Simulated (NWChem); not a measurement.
# Total energies of trimethylamine (C₃H₉N)

```xyz
13

C     -0.2164    -0.6587     1.1972
N     -0.3170     0.1329     0.0000
C     -0.2164    -0.6587    -1.1972
C      0.5855     1.2533     0.0000
H      0.7763    -1.1526     1.3212
H     -0.9827    -1.4498     1.1958
H     -0.3868    -0.0292     2.0848
H      0.7763    -1.1526    -1.3212
H     -0.3868    -0.0292    -2.0848
H     -0.9827    -1.4498    -1.1958
H      1.6612     0.9572     0.0000
H      0.4140     1.8800    -0.8894
H      0.4140     1.8800     0.8894
```
Charge 0, spin multiplicity 1.

The numbers come from NWChem runs, not from measurements. Structure: optimised with PBE0/def2-SVP, a minimum by its harmonic frequencies.

Basis set: cc-pVDZ (101 functions).

```tsv
method	total energy (Ha)	relative cost
RHF	-173.28159	1
MP2	-173.89461	under 3
B2PLYP	-174.26623	4
PBE	-174.22773	under 3
B3LYP	-174.47616	under 3
TPSS	-174.50642	3
```

Total energies of different functionals aren't comparable as a measure of quality: only differences taken within one method are. Relative cost: rough, from shared machines, SCF included, RHF = 1.

The correlated methods keep 4 core orbitals frozen. B3LYP has NWChem's definition, with VWN1-RPA local correlation.
